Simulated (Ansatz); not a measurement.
**GeH₂, triplet: stretch scan**

Starting geometry (PBE0/def2-TZVP stationary point for this spin, not checked as a minimum):

```xyz
3

Ge    0.0000   -0.0208    0.0000
H     0.0000    0.7490   -1.3344
H     0.0000    0.7490    1.3344
```

From there H2 moves along the line of the two atoms named below, all else staying in place; atoms are numbered as listed. Energies are in kJ/mol, counted from the starting geometry at the same level. Kohn–Sham curves are unrestricted where that lies lower.

Basis cc-pVDZ; Ansatz 0.2.0. Only valence electrons are correlated (noble-gas cores and the filled d shells of p-block atoms frozen). No spin–orbit coupling is included, and no scalar relativity.

Full CI is exact within this basis and frozen core; it isn't the basis-set limit.

```csv
distance Ge1-H2 (Å),B2PLYP
1.235,122.1
1.397,21.3
1.540,0.0
1.706,15.8
1.909,60.9
2.110,111.0
2.455,168.8
2.903,190.9
3.414,195.3
4.120,196.3
5.357,196.5
```

Task: Estimate the full CI curve in cc-pVDZ from this one, knowing how B2PLYP differs from it in such a basis.

Result: The computed full CI values, in kJ/mol from the starting point, and the difference of B2PLYP against them:
| distance Ge1-H2 (Å) | full CI | B2PLYP less full CI |
| --- | --- | --- |
| 1.235 | 126.5 | -4.4 |
| 1.397 | 22.4 | -1.1 |
| 1.540 | 0.0 | 0.0 |
| 1.706 | 15.3 | 0.5 |
| 1.909 | 59.8 | 1.1 |
| 2.110 | 109.2 | 1.8 |
| 2.455 | 172.0 | -3.2 |
| 2.903 | 197.2 | -6.3 |
| 3.414 | 199.9 | -4.6 |
| 4.120 | 200.0 | -3.7 |
| 5.357 | 200.1 | -3.6 |

The difference spans 8.1 kJ/mol and is largest, -6.3 kJ/mol, at 2.903 Å.

In so small a basis the reference is far from its limit. A double hybrid takes much of its correlation from a semilocal functional, which needs less basis, so its difference from the reference holds the reference's basis and frozen-core error beside its own.
